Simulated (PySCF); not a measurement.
ammonia (H₃N), SMILES N. Atoms are numbered in the order given.

```xyz
4

N      0.0000     0.0000     0.1137
H     -0.8137    -0.4698    -0.2653
H      0.0000     0.9396    -0.2653
H      0.8137    -0.4698    -0.2653
```
Charge 0, spin multiplicity 1.

Geometry: PBE0-D3(BJ)/def2-TZVPD.

Two levels are set side by side: PBE/pcSseg-2 (PySCF) and PBE0/pcSseg-2 (PySCF). GIAO shifts against NH3 (¹⁵N), TMS (¹H) at the same level; non-relativistic, no solvent, atoms listed together averaged. Differences are taken from unrounded values.

| quantity | PBE0 |
|---|---|
| δ(¹⁵N) of N1 (ppm) | -0.3 |
| δ(¹H) of H2, H3, H4 (ppm) | -0.07 |

**Question.** What does PBE give, and how far is it from PBE0? (The exact figures need the calculation; the answer reports its results.)

**Answer.** 
```
quantity                     PBE  PBE minus PBE0
-------------------------  -----  --------------
δ(¹⁵N) of N1 (ppm)          -0.3             0.0
δ(¹H) of H2, H3, H4 (ppm)  -0.26           -0.19
```

Rough cost on one machine, each run with all the roots and properties that it gave: PBE0 against PBE within a factor of 2.
